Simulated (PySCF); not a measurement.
SMILES C=CC, B3LYP/def2-SVP optimised geometry.

```
9

C      0.23     1.46     0.00
C     -0.35     0.08     0.00
C      0.35    -1.06     0.00
H     -0.10     2.03    -0.88
H     -0.10     2.03     0.88
H      1.33     1.44     0.00
H     -1.45     0.02     0.00
H      1.45    -1.06     0.00
H     -0.14    -2.03     0.00
```

Density from PySCF with B3LYP/def2-TZVP at that geometry.

Minimum of the electron density along straight lines between bonded atoms, close to the bond critical point (lines longer than 1.1 times the sum of covalent radii, or with two minima, are not listed):

| bond | length / Å | ρ at the minimum / e bohr⁻³ | ∇²ρ there / e bohr⁻⁵ | position (fraction from the first atom) |
|---|---|---|---|---|
| C1–C2 | 1.500 | 0.260 | -0.69 | 0.49 |
| C2–C3 | 1.336 | 0.352 | -1.07 | 0.51 |
| C1–H4 | 1.104 | 0.270 | -0.90 | 0.64 |
| C1–H5 | 1.104 | 0.270 | -0.90 | 0.64 |
| C1–H6 | 1.101 | 0.273 | -0.92 | 0.64 |
| C2–H7 | 1.098 | 0.278 | -0.97 | 0.64 |
| C3–H8 | 1.096 | 0.277 | -0.96 | 0.64 |
| C3–H9 | 1.094 | 0.279 | -0.97 | 0.64 |
